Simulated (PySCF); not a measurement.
# PH₃: magnetic properties

One table from this session's results is given with a row withheld; the runs are named, their logs left out.

Programs: PySCF 2.14.0, with routines of our own; each step states its level. All values are computed. Atoms count from 0.

## The starting structure

4 atoms, charge 0, multiplicity 1; geometry from: GFN2-xTB.

Set-up of the first run:

What the job is given:

```
{"job": {"xc": "PBE0", "basis": "def2-SVP", "d3": "d3bj", "grid": 1, "kind": "geom"}, "charge": 0, "multiplicity": 1}
P     -0.001477     0.003466     0.570380
H     -0.558658     1.008622    -0.205648
H      1.158342    -0.016325    -0.189555
H     -0.587973    -0.990990    -0.198030
```

Launch:

```bash
OMP_NUM_THREADS=1 python excited_run.py task.json out
```

The driver reads the jobs from task.json and runs them one after another.

Steps of the session up to this table: Relaxing the molecule at PBE0-D3(BJ)/def2-SVP; Magnetic properties: GIAO B3LYP/def2-TZVP; Magnetic properties: GIAO B3LYP/def2-TZVPD; Magnetic properties: GIAO B3LYP/aug-cc-pVTZ; Magnetic properties: GIAO B3LYP/aug-pcSseg-1.

One table of the session follows, with a row left open; its other results are not shown here.

It belongs to the step «Magnetic properties side by side». 

```
                  level  gap (eV)
   GIAO B3LYP/def2-TZVP      8.15
  GIAO B3LYP/def2-TZVPD         ?
 GIAO B3LYP/aug-cc-pVTZ      7.25
GIAO B3LYP/aug-pcSseg-1      7.25
```

**Question.** Estimate the row for GIAO B3LYP/def2-TZVPD.

The run gave: gap (eV): 7.67. In the column «gap (eV)» it lies between GIAO B3LYP/aug-pcSseg-1 (7.25) and GIAO B3LYP/def2-TZVP (8.15).

Caveats from the session: Vibrational averaging and real surroundings are missing from these values.
